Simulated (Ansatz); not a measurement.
This Ansatz (a first-principles code) input (CCSD(T)/cc-pVTZ) gives -337.22497 Eh with 120 basis functions. A basis named .json is the Basis Set Exchange file of that set (core-valence sets with the plain set on hydrogen).

Ansatz 0.2 input:
```yaml
crystal:
  periodic: [false, false, false]
  atoms:
    - {symbol: C, position_ang: [0.00171763, -0.00263817, 0.32505308]}
    - {symbol: F, position_ang: [-0.01708335, 1.26042782, -0.06192073]}
    - {symbol: F, position_ang: [1.09904525, -0.61482395, -0.08303830]}
    - {symbol: F, position_ang: [-1.08310698, -0.64384509, -0.07174301]}
basis:
  gaussian:
    orbitals: cc-pVTZ
magnetization: {spin_polarized: true, initial_magnetization: 1}
correlation: {method: ccsd_t, frozen_orbitals: {C: 0, F: 0}}
```

Change:
```diff
- orbitals: cc-pVTZ
+ orbitals: cc-pCVDZ.json
```

What does the run give now?

-336.99933 Eh (CCSD(T)/cc-pCVDZ, 72 functions), a change of +225.64 mEh.
